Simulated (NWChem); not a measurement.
Species: Li, doublet

Results from NWChem. Pople sets run with spherical d functions. Spin-unrestricted. No stability test was run on the SCF state. Fermi-contact couplings, non-relativistic, static geometry.

```
level                basis functions  A(iso) 7Li atom 1 (MHz)   <S²>
-------------------  ---------------  -----------------------  -----
CAM-B3LYP/6-31G*                  14                      378  0.750
CAM-B3LYP/def2-SVP                 9                      507  0.750
CAM-B3LYP/def2-TZVP               14                      459  0.750
CAM-B3LYP/cc-pVTZ                 30                      474  0.750
CAM-B3LYP/cc-pCVTZ                43                      471  0.750
```
